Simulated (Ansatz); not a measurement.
**LiSiH₂+ (SMILES [Li][SiH2+]): functionals against CCSD(T) at one geometry**

A test off equilibrium: a structure displaced at random from a GFN2-xTB minimum is computed at several levels, and each is set against CCSD(T).

Computed with Ansatz 0.2.0, Gaussian basis. Level: single points in def2-TZVPP.

Correlated methods freeze the cores. The outer core shell of Li, Na, Mg and K is correlated.

### Step 1. Where the work starts

SMILES `[Li][SiH2+]`, 4 atoms, charge 1, spin multiplicity 1.

Atoms are counted from 1 here; the program's logs count them from 0.

Bond lengths: Li1–Si2 2.519 Å, Si2–H3 1.360 Å, Si2–H4 1.260 Å. Angles: Li1–Si2–H3 118.1°, Li1–Si2–H4 129.1°, H3–Si2–H4 112.5°.

Geometry (Å):

```xyz
4
H2LiSi
Li   -2.2524    0.5189   -0.4759
Si    0.1470    0.0126    0.0986
H     0.5931   -1.2605   -0.0751
H     1.0682    0.8046    0.4335
```

### Step 2. CCSD(T)/def2-TZVPP

File run/in.yaml:

```yaml
crystal:
  periodic: [false, false, false]
  atoms:
    - {symbol: Li, position_ang: [-2.252400, 0.518900, -0.475900]}
    - {symbol: Si, position_ang: [0.147000, 0.012600, 0.098600]}
    - {symbol: H, position_ang: [0.593100, -1.260500, -0.075100]}
    - {symbol: H, position_ang: [1.068200, 0.804600, 0.433500]}
basis:
  gaussian: {orbitals: def2-TZVPP}
total_charge: 1
correlation: {method: ccsd_t}
output: {forces: true}
```

The command line of these runs was not kept.

### Step 3. PBE0-D4/def2-TZVPP

Changes to run/in.yaml since step 2:

```diff
@@ -10,3 +10,3 @@
 total_charge: 1
-correlation: {method: ccsd_t}
-output: {forces: true}
+hamiltonian: {xc: pbe0, dispersion: d4}
+output: {forces: true, orbitals: {seedname: orbitals}}
```

### Step 4. wB97M-V/def2-TZVPP

Changes to run/in.yaml since step 3:

```diff
@@ -10,3 +10,3 @@
 total_charge: 1
-hamiltonian: {xc: pbe0, dispersion: d4}
-output: {forces: true, orbitals: {seedname: orbitals}}
+hamiltonian: {xc: {name: wB97M-V}}
+output: {forces: true}
```

### Step 5. r2SCAN-D4/def2-TZVPP

Changes to run/in.yaml since step 4:

```diff
@@ -10,3 +10,3 @@
 total_charge: 1
-hamiltonian: {xc: {name: wB97M-V}}
+hamiltonian: {xc: r2scan, dispersion: d4}
 output: {forces: true}
```

### Step 6. PBE-D4/def2-TZVPP

Changes to run/in.yaml since step 5:

```diff
@@ -10,3 +10,3 @@
 total_charge: 1
-hamiltonian: {xc: r2scan, dispersion: d4}
+hamiltonian: {xc: pbe, dispersion: d4}
 output: {forces: true}
```

### Step 7. SPW92/def2-TZVPP

Changes to run/in.yaml since step 6:

```diff
@@ -10,3 +10,3 @@
 total_charge: 1
-hamiltonian: {xc: pbe, dispersion: d4}
+hamiltonian: {xc: lda}
 output: {forces: true}
```

### Step 8. wB97X-V/def2-TZVPP

Changes to run/in.yaml since step 7:

```diff
@@ -10,3 +10,3 @@
 total_charge: 1
-hamiltonian: {xc: lda}
+hamiltonian: {xc: {name: wB97X-V}}
 output: {forces: true}
```

(Steps that only read results are left out.)

**Question.** What will these runs give? Wanted: energy less free atoms, CCSD(T)/def2-TZVPP; RMS force component; RMS force error; HOMO and LUMO, PBE0-D4; T1 diagnostic.

**Answer**, as computed:

```
                                  quantity                                                                                         value
energy less free atoms, CCSD(T)/def2-TZVPP                                                                                -29.7 kcal/mol
                       RMS force component                                                          2.852 to 3.016 eV/Å over the methods
                           RMS force error  PBE0-D4 0.058, wB97M-V 0.054, r2SCAN-D4 0.031, PBE-D4 0.119, SPW92 0.140, wB97X-V 0.035 eV/Å
                    HOMO and LUMO, PBE0-D4                                                                           -12.41 and -8.27 eV
                             T1 diagnostic                                                                                         0.010
```

**Reading.** Against CCSD(T) the functionals' energies less atoms differ by -13.7 to +6.7 kcal/mol, PBE-D4 by +6.7 kcal/mol. A larger basis would deepen the CCSD(T) value, while the functionals are nearly converged already, so the order here is not reliable. The forces of r2SCAN-D4 come nearest to CCSD(T), those of SPW92 are farthest. Frozen-core CCSD(T) forces in triple zeta carry basis errors of their own, and this is one geometry, so small gaps rank nothing. The restricted Hartree–Fock reference is unstable towards an unrestricted one at one or more of these structures.
